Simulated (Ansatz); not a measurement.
**One elementary step**

Start structure (C₃H₇, doublet), relaxed at PBE0-D4/def2-TZVP:

```tsv
atom	x (Å)	y (Å)	z (Å)
H1	-0.8073	-0.5704	-0.8963
C2	0.1119	-0.7107	-1.4552
C3	1.2796	-0.3012	-0.9867
C4	-1.0445	0.7587	1.8311
H5	0.0265	-1.2036	-2.4177
H6	1.3667	0.1916	-0.0241
H7	2.1983	-0.4416	-1.5462
H8	-0.8748	1.4212	0.9947
H9	-0.6266	-0.2377	1.8257
H10	-1.6297	1.0938	2.6749
```

The step: C₂H₄ (C=C) + CH₃ → C₂H₃ ([CH][CH2]) + CH₄; bonds formed: H1–C4; bonds broken: H1–C2. Computed with Ansatz 0.2.0 (basis: def2-TZVPP and def2-QZVPP); correlated methods freeze the cores; orbitals are unrestricted. Extrapolation: Hartree–Fock as exp(−7.88 √X), correlation as X^−2.97. Energies below are by CCSD(T) at an estimated basis limit (MP2 extrapolated from triple and quadruple zeta, plus CCSD(T) − MP2 in triple zeta).

Problem. What are the electronic barrier and the energy of the step, from the start structure to the end structure? (Judge from chemistry; the value comes from the calculation.)

Solution. The calculation gives: Barrier 0.880 eV; step energy 0.280 eV (uphill); reverse barrier, their difference, 0.600 eV. Barrier and step energy count from the start structure, the reverse barrier from the end structure.

The saddle point: One imaginary mode of 1517i cm⁻¹.
| pair | start (Å) | saddle (Å) | end (Å) |
| --- | --- | --- | --- |
| H1–C4 | 3.04 | 1.30 | 1.09 |
| H1–C2 | 1.08 | 1.37 | 2.95 |

Zero-point energy (harmonic, PBE0-D4): ZPE is 2.231 eV at the start and 2.152 eV at the saddle, so the barrier goes from 0.880 to 0.801 eV.

The T1 diagnostic stays at or below 0.033. ⟨S²⟩ of the unrestricted Hartree–Fock references: 0.76 to 0.96 (a pure state has 0.75). The unrestricted reference is spin-contaminated, which hurts MP2 most.

Labels in which every atom is bracketed show which atoms are joined, not bond orders.

For scale, one of the runs: CCSD(T)/def2-TZVPP, 191 basis functions, launched by `ansatz run in.yaml --threads 4 --pin off --events-out ev --progress --plain --max-ram 9574MiB`. Time: 84 s of wall clock on 4 CPU threads of a Oxide Virtual Turin-like; the host was shared. Peak host memory: 5.6 GiB.
